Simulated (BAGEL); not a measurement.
# C3H4ClF (SMILES F/C=C/CCl) at RI-MP2/cc-pVDZ (density fitting with qzvpp-jkfit)

Aim: the energy change on altering one bond length of C3H4ClF at RI-MP2/cc-pVDZ (density fitting with qzvpp-jkfit), from 2 runs. 

Program for the calculation: BAGEL 1.2.2.

1 further run of the same task is left out (it didn't finish).

### 1 Starting point

C3H4ClF has 9 atoms, charge 0, and is taken as a singlet. As SMILES, `F/C=C/CCl`. The shape is that of a GFN2-xTB optimisation. This is one conformer, not always the lowest.

Bond lengths: F1–C2 1.338 Å, C2–C3 1.321 Å, C3–C4 1.483 Å, C4–Cl5 1.802 Å, C2–H6 1.081 Å, C3–H7 1.080 Å, C4–H8 1.089 Å, C4–H9 1.089 Å. Some angles: F1–C2–C3 121.8°, C2–C3–C4 122.9°, C3–C4–Cl5 109.3°, F1–C2–H6 112.1°, C3–C2–H6 126.1°, C2–C3–H7 119.8°, C4–C3–H7 117.2°, C3–C4–H8 111.7°, C3–C4–H9 112.1°, Cl5–C4–H8 106.0°.

### 2 The energy at RI-MP2/cc-pVDZ (density fitting with qzvpp-jkfit)

input.json

```json
{ "bagel" : [

{
  "title" : "molecule",
  "basis" : "cc-pvdz.json",
  "df_basis" : "qzvpp-jkfit",
  "angstrom" : "true",
  "geometry" : [
    { "atom" : "F", "xyz" : [    1.968590,    1.190880,   -1.165760 ] },
    { "atom" : "C", "xyz" : [    0.770680,    0.644010,   -0.930220 ] },
    { "atom" : "C", "xyz" : [    0.515470,   -0.018010,    0.184160 ] },
    { "atom" : "C", "xyz" : [   -0.807360,   -0.620880,    0.477240 ] },
    { "atom" : "Cl", "xyz" : [   -1.636440,    0.349640,    1.748780 ] },
    { "atom" : "H", "xyz" : [    0.084230,    0.800650,   -1.750100 ] },
    { "atom" : "H", "xyz" : [    1.276460,   -0.100360,    0.946590 ] },
    { "atom" : "H", "xyz" : [   -0.710600,   -1.626890,    0.883190 ] },
    { "atom" : "H", "xyz" : [   -1.461030,   -0.619050,   -0.393880 ] }
  ]
},
{ "title" : "hf" },
{ "title" : "mp2", "ncore" : 9 }

]}
```

The basis set cc-pVDZ is read from a file made from the Basis Set Exchange's data (not shown).

Command:

```
$ BAGEL_NUM_THREADS=1 BAGEL input.json > input.out
```

Output:

```text
* using 1 threads per process

  ===============================================================
  ===============================================================

  *** Geometry ***

  { "atom" : "F", "xyz" : [      3.720096,      2.250437,     -2.202967 ] },
  { "atom" : "C", "xyz" : [      1.456374,      1.217003,     -1.757861 ] },
  { "atom" : "C", "xyz" : [      0.974097,     -0.034034,      0.348012 ] },
  { "atom" : "C", "xyz" : [     -1.525689,     -1.173293,      0.901853 ] },
  { "atom" : "Cl", "xyz" : [     -3.092423,      0.660724,      3.304715 ] },
  { "atom" : "H", "xyz" : [      0.159172,      1.513009,     -3.307210 ] },
  { "atom" : "H", "xyz" : [      2.412160,     -0.189653,      1.788796 ] },
  { "atom" : "H", "xyz" : [     -1.342839,     -3.074377,      1.668987 ] },
  { "atom" : "H", "xyz" : [     -2.760947,     -1.169835,     -0.744325 ] },

  Number of auxiliary basis functions:      502

  Since a DF basis is specified, we compute 2- and 3-index integrals:
    o Being stored without compression. Storage requirement is 0.035 GB

  Number of basis functions:       94
  Number of electrons      :       48

    * METHOD: MOLECULE                             0.68

  *** RHF ***

  === Nuclear Repulsion ===
   201.6042444370

      * DIIS with orbital gradients will be used.

  === RHF iteration (cc-pvdz.json) ===
      0       -674.72076567          0.01098171           0.17
      1       -674.82988908          0.00560888           0.18
      2       -674.85358335          0.00147909           0.19
      3       -674.85582365          0.00031991           0.14
      4       -674.85591551          0.00009224           0.15
      5       -674.85592642          0.00002961           0.16
      6       -674.85592815          0.00001653           0.16
      7       -674.85592846          0.00000477           0.15
      8       -674.85592850          0.00000201           0.15
      9       -674.85592850          0.00000082           0.15
     10       -674.85592850          0.00000026           0.15
     11       -674.85592850          0.00000010           0.16
     12       -674.85592850          0.00000005           0.17
     13       -674.85592850          0.00000002           0.17
     14       -674.85592850          0.00000001           0.17
    * SCF iteration converged.

    * Permanent dipole moment:
           (    0.134067,     0.644877,     0.549284) a.u.

    * METHOD: HF                                   2.86

  *** RHF ***

  === Nuclear Repulsion ===
   201.6042444370

      * DIIS with orbital gradients will be used.

  === RHF iteration (cc-pvdz.json) ===
      0       -674.85592850          0.00000000           0.16
    * SCF iteration converged.

    * Permanent dipole moment:
           (    0.134067,     0.644877,     0.549284) a.u.

  === DF-MP2 calculation ===

    * freezing 9 orbitals
    * 3-index integral transformation done
    * assembly done

      MP2 correlation energy:   -0.7215952824      0.13

      MP2 total energy:       -675.5775237869

    * METHOD: MP2                                  0.52

  ===============================================================
```

It took 4.5 s on 1 thread of Intel Xeon at 2.50GHz (Skylake/Cascade Lake), shared host; peak memory 0.13 GiB.

### 3 The distorted shape, same level

input.json

```json
{ "bagel": [

{
  "title": "molecule",
  "basis": "cc-pvdz.json",
  "df_basis": "qzvpp-jkfit",
  "angstrom": true,
  "geometry": [
    { "atom": "F", "xyz": [    2.963475,    0.026269,   -2.691591 ] },
    { "atom": "C", "xyz": [    1.765565,   -0.520601,   -2.456051 ] },
    { "atom": "C", "xyz": [    1.510355,   -1.182621,   -1.341671 ] },
    { "atom": "C", "xyz": [    0.187525,   -1.785491,   -1.048591 ] },
    { "atom": "Cl", "xyz": [   -1.636440,    0.349640,    1.748780 ] },
    { "atom": "H", "xyz": [    1.079115,   -0.363961,   -3.275931 ] },
    { "atom": "H", "xyz": [    2.271345,   -1.264971,   -0.579241 ] },
    { "atom": "H", "xyz": [    0.284285,   -2.791501,   -0.642641 ] },
    { "atom": "H", "xyz": [   -0.466145,   -1.783661,   -1.919711 ] }
  ]
},
{ "title": "hf" },
{ "title": "mp2", "ncore": 9 }

]}
```

The basis set cc-pVDZ is read from a file made from the Basis Set Exchange's data (not shown).

Command:

```
$ BAGEL_NUM_THREADS=1 BAGEL input.json > input.out
```

Output:

```text
* using 1 threads per process

  ===============================================================
  ===============================================================

  *** Geometry ***

  { "atom" : "F", "xyz" : [      5.600156,      0.049641,     -5.086370 ] },
  { "atom" : "C", "xyz" : [      3.336434,     -0.983793,     -4.641264 ] },
  { "atom" : "C", "xyz" : [      2.854157,     -2.234830,     -2.535391 ] },
  { "atom" : "C", "xyz" : [      0.354371,     -3.374089,     -1.981550 ] },
  { "atom" : "Cl", "xyz" : [     -3.092423,      0.660724,      3.304715 ] },
  { "atom" : "H", "xyz" : [      2.039232,     -0.687787,     -6.190612 ] },
  { "atom" : "H", "xyz" : [      4.292220,     -2.390449,     -1.094607 ] },
  { "atom" : "H", "xyz" : [      0.537221,     -5.275172,     -1.214415 ] },
  { "atom" : "H", "xyz" : [     -0.880886,     -3.370631,     -3.627728 ] },

  Number of auxiliary basis functions:      502

  Since a DF basis is specified, we compute 2- and 3-index integrals:
    o Being stored without compression. Storage requirement is 0.035 GB

  Number of basis functions:       94
  Number of electrons      :       48

    * METHOD: MOLECULE                             0.84

  *** RHF ***

  === Nuclear Repulsion ===
   161.7419691673

      * DIIS with orbital gradients will be used.

  === RHF iteration (cc-pvdz.json) ===
      0       -674.46572989          0.01194567           0.17
      1       -674.27433847          0.01694138           0.17
      2       -674.64801905          0.00461761           0.13
      3       -674.67230032          0.00152477           0.17
      4       -674.67521668          0.00055264           0.17
      5       -674.67576242          0.00025743           0.17
      6       -674.67589806          0.00013931           0.16
      7       -674.67593366          0.00003785           0.16
      8       -674.67593755          0.00001531           0.16
      9       -674.67593859          0.00000818           0.17
     10       -674.67593899          0.00000625           0.17
     11       -674.67593938          0.00000440           0.22
     12       -674.67593965          0.00000267           0.21
     13       -674.67593975          0.00000142           0.17
     14       -674.67593978          0.00000067           0.17
     15       -674.67593978          0.00000035           0.18
     16       -674.67593978          0.00000015           0.18
     17       -674.67593978          0.00000009           0.17
     18       -674.67593978          0.00000004           0.16
     19       -674.67593978          0.00000002           0.17
     20       -674.67593978          0.00000002           0.16
     21       -674.67593978          0.00000001           0.18
     22       -674.67593978          0.00000001           0.16
    * SCF iteration converged.

    * Permanent dipole moment:
           (   -2.791385,     2.526787,     4.426243) a.u.

    * METHOD: HF                                   4.38

  *** RHF ***

  === Nuclear Repulsion ===
   161.7419691673

      * DIIS with orbital gradients will be used.

  === RHF iteration (cc-pvdz.json) ===
      0       -674.67593978          0.00000001           0.17
    * SCF iteration converged.

    * Permanent dipole moment:
           (   -2.791386,     2.526788,     4.426244) a.u.

  === DF-MP2 calculation ===

    * freezing 9 orbitals
    * 3-index integral transformation done
    * assembly done

      MP2 correlation energy:   -0.7274836174      0.14

      MP2 total energy:       -675.4034233968

    * METHOD: MP2                                  0.53

  ===============================================================
```

Wall time 6.6 s (1 thread of Intel Xeon at 2.50GHz (Skylake/Cascade Lake), shared host); peak memory 0.13 GiB.

### 4 Outcome

At RI-MP2/cc-pVDZ (density fitting with qzvpp-jkfit), 9 core orbitals frozen:

| quantity | value |
| --- | --- |
| first shape: total energy | -675.57752 Eh |
| first shape: correlation energy (9 core orbitals frozen) | -721.6 mEh |
| distorted shape: total energy | -675.40342 Eh |
| distorted shape: correlation energy (9 core orbitals frozen) | -727.5 mEh |
| energy change with the C4–Cl5 bond stretched from 1.802 to 3.964 Å | 4.738 eV |

In words: One bond (distorted shape) is far stretched, which a spin-restricted single reference describes badly; perturbation theory on it can break down and give far too much correlation. With the C4–Cl5 bond stretched from 1.802 to 3.964 Å the energy rises by 4.74 eV (457 kJ/mol). The first shape isn't relaxed at this level, so the change isn't measured from a minimum. A restricted reference can't describe the breaking bond well at this length.
